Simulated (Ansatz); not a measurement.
**MgPH₂+ (quintet): the correlation ladder, def2-QZVPP**

The task here is to estimate one member of a computed series from the others.

Computed with Ansatz 0.2.0, Gaussian basis. Level: def2-QZVPP, core rule «outside noble gas», up to 10 orbitals frozen.

The runs, in order: UHF; ROHF; CCSD(T) on UHF.

## What is computed

The geometry is a PBE0/def2-TZVP stationary point (not a proven minimum) of the parent state, kept for this charge and spin.

4 atoms, charge 1, spin multiplicity 5.

Atoms are counted from 1 here; the program's logs count them from 0.

Bond lengths: P1–Mg2 2.691 Å, P1–H3 1.421 Å, Mg2–H4 1.802 Å. Angles: Mg2–P1–H3 110.3°, P1–Mg2–H4 62.9°.

The first run:

in.yaml reads:

```yaml
crystal:
  periodic: [false, false, false]
  atoms:
    - {symbol: P, position_ang: [0.000000, 0.077819, 1.164095]}
    - {symbol: Mg, position_ang: [0.000000, 0.017370, -1.525734]}
    - {symbol: H, position_ang: [0.000000, -1.243014, 1.686975]}
    - {symbol: H, position_ang: [0.000000, -1.567191, -0.668494]}
basis:
  gaussian: {orbitals: "def2-QZVPP.json"}
total_charge: 1
magnetization: {spin_polarized: true, initial_magnetization: 4}
hamiltonian: {xc: hf}
output: {orbitals: {seedname: orbitals}}
```

Command:

```sh
$ ansatz run in.yaml --threads 1 --pin off --events-out ev --progress --plain --max-ram 2393MiB
```

Among the steps run: UHF; ROHF; CCSD(T) on UHF.

One table of the session follows, with a row left open; its other results are not shown here.

```
  method  from UCCSD(T) (kJ/mol)
    ROHF                  +411.3
     UHF                  +396.4
    UMP2                   +77.8
   UCCSD                       ?
UCCSD(T)                       0
```

Estimate the missing values for UCCSD.

The run gave: from UCCSD(T) (kJ/mol): +15.6. In the column «from UCCSD(T) (kJ/mol)» it lies between UCCSD(T) (0) and UMP2 (+77.8).
